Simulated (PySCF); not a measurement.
A small calculation by hand: dipole moment from atomic charges

silicon monoxide (OSi), SMILES O=[Si] (connectivity only; charge and spin as stated), neutral, multiplicity 1. Atoms are numbered in the order given.

```xyz
2

Si     0.0000     0.0000    -0.5503
O      0.0000     0.0000     0.9630
```
Charge 0, spin multiplicity 1.

Coordinates come from a B3LYP-D3(BJ)/def2-TZVPD optimisation.

Charges (e) from CAM-B3LYP/def2-TZVPD (PySCF):

```tsv
atom	IAO	ESP fit
Si1	0.748	0.487
O2	-0.748	-0.487
```

The dipole moment of the full density is 3.33 D.

Question: What dipole moment does each set of point charges give, and which comes closer to that of the density?

Answer: 
μ = Σ q r, and 1 e Å = 4.8032 D.
IAO: Σ q r = (0.000, 0.000, -1.132) e Å, |μ| = 5.44 D.
ESP fit: Σ q r = (0.000, 0.000, -0.737) e Å, |μ| = 3.54 D.
ESP fit comes closer in size. Point charges leave out the atoms' own dipoles (lone pairs, polarised bonds); fits to the potential absorb them, partitions of the density don't.
